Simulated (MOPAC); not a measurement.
MOPAC input (PM3):

```
PM3 PRECISE GNORM=0.05 LET XYZ GEO-OK AUX(PRECISION=9) THREADS=1
HCl

Cl   -0.00000000 1   -0.00000000 1   -0.07122178 1
H     0.00000000 1    0.00000000 1    1.21077034 1
```

Output:

```
 *******************************************************************************
 **                                                                           **
 **                              MOPAC v23.2.5                                **
 **                                                                           **
 *******************************************************************************
 ** MOPAC's Digital Object Identifier: https://doi.org/10.5281/zenodo.6511958 **
 **                                                                           **
 ** Please cite the open-source release paper for use of this MOPAC version:  **
 ** J. E. Moussa and J. J. P. Stewart (2026)                                  **
 ** MOPAC: An open-source semiempirical molecular orbital program             **
 ** J. Open Source Softw., 11(119), 8025, https://doi.org/10.21105/joss.08025 **
 *******************************************************************************

                              PM3 CALCULATION RESULTS

 *******************************************************************************
 *  PM3        - The PM3 Hamiltonian to be used
 *  GEO-OK     - OVERRIDE INTERATOMIC DISTANCE AND OTHER SAFETY CHECKS
 *  LET        - OVERRIDE SOME SAFETY CHECKS
 *  PRECISE    - TIGHTER CRITERIA TO BE USED
 *  XYZ        - CARTESIAN COORDINATE SYSTEM TO BE USED
 *  GNORM      - EXIT WHEN GRADIENT NORM DROPS BELOW 0.050
 *  AUX        - OUTPUT AUXILIARY INFORMATION
 *******************************************************************************
PM3 PRECISE GNORM=0.05 LET XYZ GEO-OK AUX(PRECISION=9) THREADS=1
 HCl

   ATOM   CHEMICAL          X               Y               Z
  NUMBER   SYMBOL      (ANGSTROMS)     (ANGSTROMS)     (ANGSTROMS)

     1      Cl         -0.00000000  *  -0.00000000  *  -0.07122178  *
     2       H          0.00000000  *   0.00000000  *   1.21077034  *

          CARTESIAN COORDINATES

    NO.       ATOM           X           Y           Z

     1        Cl         -0.0000     -0.0000     -0.0712
     2         H          0.0000      0.0000      1.2108

  H: (PM3): J. J. P. STEWART, J. COMP. CHEM. 10, 209 (1989).
 Cl: (PM3): J. J. P. STEWART, J. COMP. CHEM. 10, 209 (1989).

           Empirical Formula: H Cl  =     2 atoms

      MOLECULAR POINT GROUP   :   C*v

      RHF CALCULATION, NO. OF DOUBLY OCCUPIED LEVELS = 4

          Geometry optimization using EF

          DIAGONAL MATRIX USED AS START HESSIAN

 CYCLE:     1  GRAD.:    11.805 HEAT: -20.40693
 CYCLE:     2  GRAD.:    75.154 HEAT: -18.77160
 CYCLE:     3  GRAD.:     2.623 HEAT: -20.46520
 CYCLE:     4  GRAD.:     0.563 HEAT: -20.46795
 CYCLE:     5  GRAD.:     0.007 HEAT: -20.46808

     GRADIENT =  0.00698 IS LESS THAN CUTOFF =  0.05000

 -------------------------------------------------------------------------------
 PM3 PRECISE GNORM=0.05 LET XYZ GEO-OK AUX(PRECISION=9) THREADS=1
 HCl

     GEOMETRY OPTIMISED USING EIGENVECTOR FOLLOWING (EF).
     SCF FIELD WAS ACHIEVED

                              PM3 CALCULATION
                                                       MOPAC v23.2.5 Linux

          FINAL HEAT OF FORMATION =        -20.46808 KCAL/MOL =     -85.63845 KJ/MOL

          COSMO AREA              =         54.52 SQUARE ANGSTROMS
          COSMO VOLUME            =         37.46 CUBIC ANGSTROMS

          GRADIENT NORM           =          0.00698          =       0.00494 PER ATOM
          IONIZATION POTENTIAL    =         11.060098 EV
          HOMO LUMO ENERGIES (EV) =        -11.060  1.543
          NO. OF FILLED LEVELS    =          4
          MOLECULAR WEIGHT        =         36.4609         POINT GROUP:  C*v

          MOLECULAR DIMENSIONS (Angstroms)

            Atom       Atom       Distance
            H     2   Cl     1     1.26756
            H     2   Cl     1     0.00000
           Cl     1    H     2     0.00000

          SCF CALCULATIONS        =          6

   ATOM   CHEMICAL          X               Y               Z
  NUMBER   SYMBOL      (ANGSTROMS)     (ANGSTROMS)     (ANGSTROMS)

     1      Cl          0.00000000  *   0.00000000  *  -0.06400734  *
     2       H          0.00000000  *  -0.00000000  *   1.20355590  *

                             CARTESIAN COORDINATES

   1   Cl        0.000000000     0.000000000    -0.064007345
   2    H        0.000000000    -0.000000000     1.203555905

           Empirical Formula: H Cl  =     2 atoms

      MOLECULAR POINT GROUP   :   C*v

                  EIGENVALUES
 -55.56051 -14.95051 -11.06010 -11.06010   1.54345

              NET ATOMIC CHARGES AND DIPOLE CONTRIBUTIONS

  ATOM NO.   TYPE          CHARGE      No. of ELECS.   s-Pop       p-Pop
    1         Cl          -0.096952        7.0970     1.96711     5.12984
    2          H           0.096952        0.9030     0.90305
 DIPOLE           X         Y         Z       TOTAL
 POINT-CHG.     0.000    -0.000     0.590     0.590
 HYBRID        -0.000    -0.000     0.789     0.789
 SUM           -0.000    -0.000     1.379     1.379

          ATOMIC ORBITAL ELECTRON POPULATIONS

     Atom    s        px        py        pz
    1 Cl   1.96711   2.00000   2.00000   1.12984
    2  H   0.90305

 **********************
 *                    *
 * JOB ENDED NORMALLY *
 *                    *
 **********************

 == MOPAC DONE ==
```
